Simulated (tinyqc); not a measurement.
CCSD on RHF in the sto-6g basis, for CH3-, spin multiplicity 1, step by step. The basis has no diffuse functions, so it cannot describe the extra electron: this is an exercise in the method, not the real anion. One step of it, computed by the program tinyqc.

Problem. CCSD: starting amplitudes. t_ij^ab = <ij||ab> / (e_i + e_j - e_a - e_b), whose energy is MP2.

orbital energies (hartree): MO1 -10.516670, MO2 -0.425028, MO3 -0.107516, MO4 -0.107513, MO5 0.221108, MO6 1.126484, MO7 1.275387, MO8 1.275414

Two-electron integrals over orbitals (pq|rs), unique and non-zero (hartree):
```
(11|11) 3.514499    (21|11) -0.284225   (21|21) 0.036436    (22|11) 0.689717
(22|21) -0.008345   (22|22) 0.497351    (31|31) 0.006534    (32|31) 0.011711
(32|32) 0.127003    (33|11) 0.598760    (33|21) -0.002791   (33|22) 0.483130
(33|33) 0.536420    (41|11) 0.000019    (41|21) -1.73e-06   (41|22) 3.20e-06
(41|33) -0.003635   (41|41) 0.006535    (42|11) 0.000006    (42|21) 1.58e-06
(42|22) 0.000030    (42|33) -0.067470   (42|41) 0.011713    (42|42) 0.127023
(43|31) -0.003636   (43|32) -0.067480   (43|43) 0.053555    (44|11) 0.598786
(44|21) -0.002790   (44|22) 0.483165    (44|33) 0.429357    (44|41) 0.003634
(44|42) 0.067461    (44|44) 0.536413    (51|11) -0.025834   (51|21) 0.002766
(51|22) -0.002524   (51|33) -0.000951   (51|41) -2.61e-07   (51|42) -1.79e-08
(51|44) -0.000951   (51|51) 0.022562    (52|11) 0.009815    (52|21) -0.001225
(52|22) -0.005400   (52|33) -0.002249   (52|41) 5.73e-08    (52|42) 2.00e-07
(52|44) -0.002248   (52|51) 0.022432    (52|52) 0.083504    (53|31) 0.000438
(53|32) -0.000846   (53|43) 0.001331    (53|53) 0.019534    (54|11) -2.60e-06
(54|21) 1.66e-07    (54|22) -2.67e-07   (54|33) 0.001331    (54|41) 0.000438
(54|42) -0.000845   (54|44) -0.001331   (54|51) -1.63e-06   (54|52) -4.01e-06
(54|54) 0.019536    (55|11) 0.852834    (55|21) -0.009032   (55|22) 0.529029
(55|33) 0.483232    (55|41) 5.41e-07    (55|42) 4.26e-06    (55|44) 0.483247
(55|51) 0.003377    (55|52) 0.016092    (55|54) -2.49e-06   (55|55) 0.674548
(61|11) -0.341072   (61|21) 0.044777    (61|22) -0.009461   (61|33) -0.003017
(61|41) -0.000011   (61|42) -0.000012   (61|44) -0.003024   (61|51) 0.002021
(61|52) -0.002715   (61|54) -3.24e-07   (61|55) -0.008592   (61|61) 0.055253
(62|11) 0.276796    (62|21) -0.010217   (62|22) 0.067427    (62|33) 0.037154
(62|41) -4.86e-06   (62|42) -0.000012   (62|44) 0.037178    (62|51) -0.002889
(62|52) -0.003093   (62|54) -2.41e-06   (62|55) 0.135239    (62|61) -0.011372
(62|62) 0.080017    (63|31) 0.003614    (63|32) -0.042802   (63|43) 0.042185
(63|53) 0.001897    (63|63) 0.061124    (64|11) -0.000182   (64|21) 4.15e-06
(64|22) -0.000059   (64|33) 0.042117    (64|41) 0.003618    (64|42) -0.042739
(64|44) -0.042172   (64|51) 7.47e-08    (64|52) -3.91e-06   (64|54) 0.001895
(64|55) -0.000093   (64|61) -2.86e-07   (64|62) -0.000080   (64|64) 0.061044
(65|11) -0.009635   (65|21) -0.000904   (65|22) -0.009060   (65|33) -0.003687
(65|41) -7.85e-07   (65|42) -0.000005   (65|44) -0.003692   (65|51) 0.024404
(65|52) 0.074077    (65|54) -0.000018   (65|55) 0.003877    (65|61) -0.002589
(65|62) -0.009902   (65|64) 3.09e-06    (65|65) 0.074002    (66|11) 0.725742
(66|21) -0.013083   (66|22) 0.485616    (66|33) 0.476094    (66|41) -0.000015
(66|42) -0.000137   (66|44) 0.475952    (66|51) -0.005418   (66|52) -0.012030
(66|54) 1.97e-06    (66|55) 0.518853    (66|61) -0.014435   (66|62) 0.055424
(66|64) 0.000014    (66|65) -0.015190   (66|66) 0.497003    (71|31) 0.012949
(71|32) 0.020253    (71|43) -0.005600   (71|53) 0.000901    (71|63) 0.006977
(71|71) 0.025898    (72|31) 0.008646    (72|32) 0.009346    (72|43) 0.020321
(72|53) 0.003417    (72|63) 0.044078    (72|71) 0.015956    (72|72) 0.052442
(73|11) 0.240701    (73|21) -0.004924   (73|22) 0.066426    (73|33) 0.017621
(73|41) 0.002578    (73|42) 0.050188    (73|44) 0.064354    (73|51) 0.000179
(73|52) 0.006157    (73|54) -0.001223   (73|55) 0.118336    (73|61) -0.005182
(73|62) 0.074533    (73|64) -0.030068   (73|65) -0.000905   (73|66) 0.047989
(73|73) 0.110503    (74|31) 0.002577    (74|32) 0.050187    (74|43) -0.023375
(74|53) -0.001223   (74|63) -0.030058   (74|71) 0.004945    (74|72) -0.004743
(74|74) 0.035753    (75|31) 0.001249    (75|32) 0.008193    (75|43) -0.003652
(75|53) 0.018474    (75|63) -0.002016   (75|71) 0.002365    (75|72) 0.002955
(75|74) 0.003084    (75|75) 0.024704    (76|31) 0.012821    (76|32) 0.110244
(76|43) -0.058363   (76|53) -0.001050   (76|63) -0.040237   (76|71) 0.023207
(76|72) 0.006830    (76|74) 0.049416    (76|75) 0.007295    (76|76) 0.110266
(77|11) 0.799544    (77|21) -0.009788   (77|22) 0.514234    (77|33) 0.533218
(77|41) 0.001045    (77|42) -0.023942   (77|44) 0.468709    (77|51) -0.000516
(77|52) 0.003054    (77|54) 0.001759    (77|55) 0.549615    (77|61) -0.010303
(77|62) 0.078216    (77|64) 0.034271    (77|65) -0.001925   (77|66) 0.514058
(77|73) 0.074765    (77|77) 0.592492    (81|11) -0.000230   (81|21) 0.000032
(81|22) -1.73e-06   (81|33) -0.005599   (81|41) 0.012949    (81|42) 0.020254
(81|44) 0.005594    (81|51) 1.37e-06    (81|52) -1.70e-06   (81|54) 0.000902
(81|55) -0.000005   (81|61) 0.000021    (81|62) -0.000018   (81|64) 0.006984
(81|65) -3.18e-06   (81|66) -0.000039   (81|73) 0.004942    (81|77) 0.002783
(81|81) 0.025897    (82|11) 0.000206    (82|21) -0.000006   (82|22) 0.000053
(82|33) 0.020357    (82|41) 0.008645    (82|42) 0.009330    (82|44) -0.020300
(82|51) -1.85e-06   (82|52) -9.79e-07   (82|54) 0.003417    (82|55) 0.000099
(82|61) -0.000018   (82|62) 0.000027    (82|64) 0.044078    (82|65) -0.000008
(82|66) 0.000033    (82|73) -0.004692   (82|77) 0.028724    (82|81) 0.015954
(82|82) 0.052443    (83|31) 0.002581    (83|32) 0.050163    (83|43) -0.023348
(83|53) -0.001221   (83|63) -0.030018   (83|71) 0.004952    (83|72) -0.004711
(83|74) 0.031450    (83|75) 0.003083    (83|76) 0.049393    (83|83) 0.035713
(84|11) 0.240692    (84|21) -0.004925   (84|22) 0.066399    (84|33) 0.064377
(84|41) -0.002577   (84|42) -0.050223   (84|44) 0.017601    (84|51) 0.000179
(84|52) 0.006157    (84|54) 0.001222    (84|55) 0.118327    (84|61) -0.005176
(84|62) 0.074532    (84|64) 0.029987    (84|65) -0.000900   (84|66) 0.048109
(84|73) 0.043267    (84|77) 0.087506    (84|81) -0.004948   (84|82) 0.004823
(84|84) 0.110542    (85|11) -0.000005   (85|21) -4.78e-07   (85|22) -4.00e-06
(85|33) -0.003653   (85|41) 0.001249    (85|42) 0.008193    (85|44) 0.003647
(85|51) 0.000016    (85|52) 0.000051    (85|54) 0.018474    (85|55) 3.45e-06
(85|61) -3.21e-06   (85|62) -0.000008   (85|64) -0.002011   (85|65) 0.000033
(85|66) -0.000019   (85|73) 0.003083    (85|77) -0.000337   (85|81) 0.002365
(85|82) 0.002954    (85|84) -0.003086   (85|85) 0.024703    (86|11) -0.000030
(86|21) -1.39e-06   (86|22) 0.000008    (86|33) -0.058321   (86|41) 0.012823
(86|42) 0.110221    (86|44) 0.058279    (86|51) -3.25e-06   (86|52) -0.000009
(86|54) -0.001047   (86|55) -0.000013   (86|61) -0.000018   (86|62) -0.000022
(86|64) -0.040125   (86|65) -0.000013   (86|66) -0.000148   (86|73) 0.049387
(86|77) -0.021788   (86|81) 0.023210    (86|82) 0.006855    (86|84) -0.049458
(86|85) 0.007294    (86|86) 0.110208    (87|31) 0.001053    (87|32) -0.023873
(87|43) 0.032228    (87|53) 0.001760    (87|63) 0.034316    (87|71) 0.002805
(87|72) 0.028668    (87|74) -0.006336   (87|75) -0.000332   (87|76) -0.021740
(87|83) -0.006312   (87|87) 0.034471    (88|11) 0.799538    (88|21) -0.009788
(88|22) 0.514242    (88|33) 0.468617    (88|41) -0.001027   (88|42) 0.024097
(88|44) 0.533301    (88|51) -0.000516   (88|52) 0.003054    (88|54) -0.001762
(88|55) 0.549614    (88|61) -0.010299   (88|62) 0.078246    (88|64) -0.034450
(88|65) -0.001926   (88|66) 0.514000    (88|73) 0.087559    (88|77) 0.523464
(88|81) -0.002767   (88|82) -0.028600   (88|84) 0.074671    (88|85) 0.000344
(88|86) 0.021885    (88|88) 0.592548
```

Give: Starting amplitudes; correlation energy.

Solution.

Starting amplitudes (spin orbitals 1a, 1b, ...; amplitudes related by a flip of all spins are not repeated; the 24 largest):
```
from      to       t
5a 5b  6a 6b  -0.041
4a 4b  8a 8b  -0.040
3a 3b  7a 7b  -0.040
2a 2b  6a 6b  -0.026
2a 3b  6a 7b  -0.025
2a 4b  6a 8b  -0.025
3a 3b  6a 6b  -0.025
4a 4b  6a 6b  -0.025
3a 4b  7a 8b  -0.016
2a 2b  7a 7b  -0.015
2a 2b  8a 8b  -0.015
2a 3b  6b 7a   0.015
2a 4b  6b 8a   0.015
4a 4b  7a 7b  -0.013
3a 3b  8a 8b  -0.013
5a 5b  7a 7b  -0.012
5a 5b  8a 8b  -0.012
3a 4b  6b 7a  -0.011
3a 4b  6a 7b   0.011
3a 3b  6a 8b   0.011
4a 4b  6a 8b  -0.011
3a 4b  7b 8a   0.011
2a 3a  6a 7a  -0.010
2a 4a  6a 8a  -0.010
```

correlation energy = -0.03704 hartree
